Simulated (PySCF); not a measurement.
## SMILES ClC=C=CCl, C₃H₂Cl₂

Molfile (atoms numbered from 1):
```
C3H2Cl2
     RDKit          3D

  7  6  0  0  0  0  0  0  0  0999 V2000
   -2.4610   -0.5827    0.7389 Cl  0  0  0  0  0  0  0  0  0  0  0  0
   -1.2652    0.2337   -0.2006 C   0  0  0  0  0  0  0  0  0  0  0  0
    0.0095    0.0886   -0.0109 C   0  0  0  0  0  0  0  0  0  0  0  0
    1.2877   -0.0212    0.1781 C   0  0  0  0  0  0  0  0  0  0  0  0
    2.2614   -1.2071   -0.6120 Cl  0  0  0  0  0  0  0  0  0  0  0  0
   -1.6783    0.8777   -0.9673 H   0  0  0  0  0  0  0  0  0  0  0  0
    1.8431    0.6220    0.8499 H   0  0  0  0  0  0  0  0  0  0  0  0
  1  2  1  0
  2  3  2  0
  3  4  2  0
  4  5  1  0
  2  6  1  0
  4  7  1  0
M  END
```

Method used: TDDFT CAM-B3LYP/aug-cc-pVTZ excited states, vertical, gas phase in PySCF. Geometry: PBE0-D3(BJ)/def2-TZVP.

Q: Give the one- and two-photon strengths of the lowest singlets.

A: δ for parallel linear polarisation; σ at the peak of a Lorentzian of half width 0.1 eV, single beam; Ω is circular over linear.
| state | E (eV) | f | photon λ (nm) | δ (au) | σ (GM) | Ω | main |
| --- | --- | --- | --- | --- | --- | --- | --- |
| S1 | 5.14 | 0.000 | 482 | <0.1 | 0.00 | – | HOMO−1→LUMO+1 0.44, HOMO→LUMO 0.42 |
| S2 | 5.27 | 0.000 | 470 | 0.43 | 0.00 | 1.50 | HOMO→LUMO+1 0.44, HOMO−1→LUMO 0.43 |
| S3 | 6.16 | 0.002 | 403 | 227 | 3.16 | 0.58 | HOMO→LUMO+1 0.48, HOMO−1→LUMO 0.40 |
| S4 | 6.72 | 0.087 | 369 | 6.56 | 0.11 | 1.50 | HOMO→LUMO+2 0.58, HOMO→LUMO 0.18 |
| S5 | 6.74 | 0.001 | 368 | 28 | 0.47 | 1.07 | HOMO−1→LUMO+2 0.68, HOMO−1→LUMO 0.10 |
| S6 | 6.79 | 0.981 | 365 | 3.44 | 0.06 | 1.50 | HOMO−1→LUMO+1 0.45, HOMO→LUMO 0.29 |

Among these, the strongest one-photon state is S6, the strongest two-photon state S3, with a dipole change of 0.2 D (relaxed, norm of the difference vector).
